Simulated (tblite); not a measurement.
Species: sulfonyl fluoride, F₂O₂S.
SMILES: `O=S(=O)(F)F`

Calculated harmonic vibrations of the isolated species, GFN2-xTB (tblite), most abundant isotopes, no scaling. Errors from tens to a few hundred cm⁻¹ against measured bands are possible.

Harmonic wavenumbers (cm⁻¹): 295.8, 311.9, 425.2, 429.9, 446.4, 690.8, 714.6, 1172.1, 1406.7.

A = 5027, B = 4849, C = 4761 MHz; mass 101.959 u (most abundant isotopes); point group C2v, symmetry number 2.

Task: What is the zero-point energy?

Result: Half the sum of the wavenumbers: 2947 cm⁻¹ = 35.25 kJ/mol.

Task: What is S at 298.15 K and 1 bar for an ideal gas of classical rigid rotors and harmonic oscillators?

Result: Translation 166.53, rotation 100.64, vibration 25.12: S = 292.3 J/(mol K).

Task: And Cp and H(298.15 K) − H(0)?

Result: Cp = 73.00 J/(mol K), of which vibrations give 39.74 (their classical limit is 9 R = 74.8); H(298.15 K) − H(0) = 14.94 kJ/mol without the zero-point energy, 5.03 from vibrations.

Task: How do the functions run with temperature in this model?

Result: 
```json
{"T (K)": "50", "S (J/(mol K))": "207.8", "Cp (J/(mol K))": "33.5", "H − H(0) (kJ/mol)": "1.66", "G − H(0) (kJ/mol)": "-8.73", "ln q(vib)": "0.00"}
{"T (K)": "100", "S (J/(mol K))": "232.3", "Cp (J/(mol K))": "39.4", "H − H(0) (kJ/mol)": "3.45", "G − H(0) (kJ/mol)": "-19.78", "ln q(vib)": "0.03"}
{"T (K)": "373.15", "S (J/(mol K))": "309.5", "Cp (J/(mol K))": "80.3", "H − H(0) (kJ/mol)": "20.70", "G − H(0) (kJ/mol)": "-94.78", "ln q(vib)": "1.52"}
{"T (K)": "500", "S (J/(mol K))": "334.3", "Cp (J/(mol K))": "88.7", "H − H(0) (kJ/mol)": "31.46", "G − H(0) (kJ/mol)": "-135.66", "ln q(vib)": "2.43"}
{"T (K)": "750", "S (J/(mol K))": "372.1", "Cp (J/(mol K))": "97.5", "H − H(0) (kJ/mol)": "54.89", "G − H(0) (kJ/mol)": "-224.21", "ln q(vib)": "4.13"}
{"T (K)": "1000", "S (J/(mol K))": "400.8", "Cp (J/(mol K))": "101.6", "H − H(0) (kJ/mol)": "79.84", "G − H(0) (kJ/mol)": "-320.97", "ln q(vib)": "5.63"}
```

q(vib) and H(0) count from the zero-point level.

Task: What must be added to the electronic energy to get the Gibbs energy at 298.15 K and 1 bar?

Result: ZPE + [H(298.15 K) − H(0)] − T·S = 35.25 + 14.94 − 87.14 = -36.95 kJ/mol.

Hindered rotation and anharmonicity are outside this model.

Hardware: one thread, Arm Neoverse N1, no GPU, on a shared host. This covers the Hessian and the dipole derivatives.
